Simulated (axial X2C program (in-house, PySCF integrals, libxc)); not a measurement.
## B₂: bond constants with and without spin–orbit coupling

Calculated with an in-house relativistic program for diatomic molecules. Spin-free means the one-electron spin-free X2C Hamiltonian; two-component (2c) means X2C with spin–orbit coupling and atomic mean-field two-electron Coulomb and Gaunt terms, so the difference of the two also holds small scalar two-electron terms. Basis: B dyall-v3z [7s6p2d1f] (cores contracted in-house); Gaussian nuclei, density fitting, unrestricted open shells. Masses: B 11.009 u.

State, spin-free: M_S = 2, Λ = 0 (beyond evenly filled blocks: 2 × σα, π+α, π-α); electrons by block: σα: 5, σβ: 3, π+α: 1, π-α: 1. Fragments: B + B.

State, 2c: Ω = 2 (⟨Sz⟩ = 2.00, ⟨Lz⟩ = 0.00 at PBE0); electrons by block: 1/2: 5, -1/2: 4, 3/2: 1. Fragments: B + B.

```json
{"Hamiltonian": "spin-free", "level": "PBE0", "Re (Å)": "1.517", "ωe (cm⁻¹)": "1293.4", "ωexe (cm⁻¹)": "6.36", "Be (cm⁻¹)": "1.331", "αe (cm⁻¹)": "0.0107"}
{"Hamiltonian": "spin-free", "level": "HF", "Re (Å)": "1.501", "ωe (cm⁻¹)": "1378.5", "ωexe (cm⁻¹)": "5.63", "Be (cm⁻¹)": "1.359", "αe (cm⁻¹)": "0.0095"}
{"Hamiltonian": "spin-free", "level": "MP2", "Re (Å)": "1.518", "ωe (cm⁻¹)": "1291.4", "ωexe (cm⁻¹)": "6.95", "Be (cm⁻¹)": "1.329", "αe (cm⁻¹)": "0.0111"}
{"Hamiltonian": "spin-free", "level": "CCSD", "Re (Å)": "1.520", "ωe (cm⁻¹)": "1284.9", "ωexe (cm⁻¹)": "6.68", "Be (cm⁻¹)": "1.325", "αe (cm⁻¹)": "0.0109"}
{"Hamiltonian": "spin-free", "level": "CCSD(T)", "Re (Å)": "1.525", "ωe (cm⁻¹)": "1263.1", "ωexe (cm⁻¹)": "7.02", "Be (cm⁻¹)": "1.316", "αe (cm⁻¹)": "0.0114"}
{"Hamiltonian": "spin-free", "level": "r2SCAN0", "Re (Å)": "1.513", "ωe (cm⁻¹)": "1307.8", "ωexe (cm⁻¹)": "6.35", "Be (cm⁻¹)": "1.337", "αe (cm⁻¹)": "0.0105"}
{"Hamiltonian": "2c", "level": "PBE0", "Re (Å)": "1.517", "ωe (cm⁻¹)": "1293.3", "ωexe (cm⁻¹)": "6.36", "Be (cm⁻¹)": "1.331", "αe (cm⁻¹)": "0.0107"}
{"Hamiltonian": "2c", "level": "r2SCAN0", "Re (Å)": "1.513", "ωe (cm⁻¹)": "1307.7", "ωexe (cm⁻¹)": "6.35", "Be (cm⁻¹)": "1.337", "αe (cm⁻¹)": "0.0105"}
```

Correlated methods: 6 electrons correlated (number of frozen shells: B 1 s), 154 virtual spin orbitals or spinors in MP2, 72 natural virtuals in coupled cluster.

The state is a single determinant with fixed occupations, the lowest that a limited PBE0 search found. De is not given where an atomic determinant may have missed its ground term or J level, or where the truncated virtual space spoils (T). Density functionals use the spin component along the axis (collinear). CCSD and (T) use frozen natural virtuals with an MP2 correction for the truncation; (T) itself is uncorrected, so its De runs slightly low. PBE0 can misorder states that lie within some tenths of an eV, so this need not be the ground state of the molecule. The nearest other spin-free determinant of the search, M_S = 1, Λ = 0, lies 0.61 eV up at the distance of the search. The functionals have no current-density term, which raises determinants with orbital currents, atoms included. The spin of this state cannot come from the lowest atoms; the curve heads to a higher limit, and no De is given. With several unpaired electrons one determinant need not be a pure state. Open-shell Ω = 0 determinants with evenly filled partner blocks cannot be reached by this program, so the Ω shown need not be the lowest component.

No reliable constants came from CCSD (2c), CCSD(T) (2c), HF (2c), MP2 (2c): no minimum in range, unconverged points, a curve that is not smooth, a change of character along it, or the two Hamiltonians disagreeing along it.

Rough cost a point (2c) on 1 thread(s) of a shared host, integrals apart: PBE0 0.21 s, r2SCAN0 0.3 s.

The whole task took 33 s on 1 thread of Arm Neoverse V1, with other jobs on the host.
